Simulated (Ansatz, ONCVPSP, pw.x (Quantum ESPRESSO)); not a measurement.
**pw.x on bcc Be: one setting changed**

Potential: optimised norm-conserving Vanderbilt (ONCV), ONCVPSP 4.0.1.1 (patched build), PBEsol; core [He], reference 2s0.5; waves: 2s: rc 2.05 bohr, ncon 3, nbas 7, qcut 2.7 1/bohr, 2 projectors, debl 1.3 Ha; p scattering state at 0.27 Ha: rc 2.00 bohr, ncon 3, nbas 7, qcut 4.9 1/bohr, 2 projectors, debl 2.6 Ha; d scattering state at 0.1 Ha: rc 1.85 bohr, ncon 4, nbas 8, qcut 4.4 1/bohr, 3 projectors, debl 1.6 Ha; local part: polynomial inside 1.24 bohr (lpopt 5, dvloc0 2 Ha); core correction: Teter function, fcfact 4.25, rcfact 1.6. In the p channel the program set the typed energies aside and used 0.050, 2.650 Ha.

The reference run (k-mesh 18³, cutoffs 75/300 Ry, Fermi–Dirac 0.01 Ry, mixing_beta 0.4, conv_thr 1e-9, no spin) gives 0.43 GPa at 7.747 Å³/atom, where all-electron LAPW gives 0.00 GPa. This run, with its own iteration cap, changes mixing_mode to local-TF.

```
&control
  calculation='scf', prefix='x', pseudo_dir='./', outdir='./tmp', tstress=.true., disk_io='none'
/
&system
  ibrav=0, nat=1, ntyp=1, ecutwfc=75, ecutrho=300, nbnd=8,
  occupations='smearing', smearing='fd', degauss=0.01
/
&electrons
  conv_thr=1e-09, mixing_beta=0.4, electron_maxstep=50, mixing_mode='local-TF'
/
ATOMIC_SPECIES
Be 1.0 Be.UPF
CELL_PARAMETERS angstrom
  -1.24649686 1.24649686 1.24649686
  1.24649686 -1.24649686 1.24649686
  1.24649686 1.24649686 -1.24649686
ATOMIC_POSITIONS crystal
Be 0.0000 0.0000 0.0000
K_POINTS automatic
18 18 18 0 0 0
```

```bash
pw.x < Be.scf.in > Be.scf.out
```

Q: How does the run end?

A: It converges in 5 iterations; the free energy moves by +0.0 meV/atom and the pressure by +0.00 GPa. The result is that of the reference run.

```
Message from routine setup:
     using ibrav=0 with symmetry is DISCOURAGED, use correct ibrav instead
     lattice parameter (alat)  =       4.0799  a.u.
     unit-cell volume          =      52.2793 (a.u.)^3
     number of electrons       =         2.00
     number of Kohn-Sham states=            8
     kinetic-energy cutoff     =      75.0000  Ry
     charge density cutoff     =     300.0000  Ry
     scf convergence threshold =      1.0E-09
     Exchange-correlation= PBESOL
     number of k points=   195  Fermi-Dirac smearing, width (Ry)=  0.0100
     iteration #  1     ecut=    75.00 Ry     beta= 0.40
     total energy              =      -2.36801150 Ry
     estimated scf accuracy    <       0.00382816 Ry
     iteration #  2     ecut=    75.00 Ry     beta= 0.40
     total energy              =      -2.36751370 Ry
     estimated scf accuracy    <       0.00185294 Ry
     iteration #  3     ecut=    75.00 Ry     beta= 0.40
     total energy              =      -2.36753469 Ry
     estimated scf accuracy    <       0.00000161 Ry
     iteration #  4     ecut=    75.00 Ry     beta= 0.40
     total energy              =      -2.36753490 Ry
     estimated scf accuracy    <       0.00000008 Ry
     iteration #  5     ecut=    75.00 Ry     beta= 0.40
     the Fermi energy is     9.1216 ev
!    total energy              =      -2.36753490 Ry
     estimated scf accuracy    <          8.1E-10 Ry
     smearing contrib. (-TS)   =      -0.00058757 Ry
     The total energy is F=E-TS. E is the sum of the following terms:
     one-electron contribution =       2.05708182 Ry
     hartree contribution      =       0.00121842 Ry
     xc contribution           =      -1.33530893 Ry
     ewald contribution        =      -3.08993864 Ry
     convergence has been achieved in   5 iterations
          total   stress  (Ry/bohr**3)                   (kbar)     P=        4.26
     Message from routine punch:
     Nothing written, as per user request (disk_io='none')
```

The run took about 16 s on one core of a shared host (Neoverse-N1, 64 threads, 124 GiB, load 51).
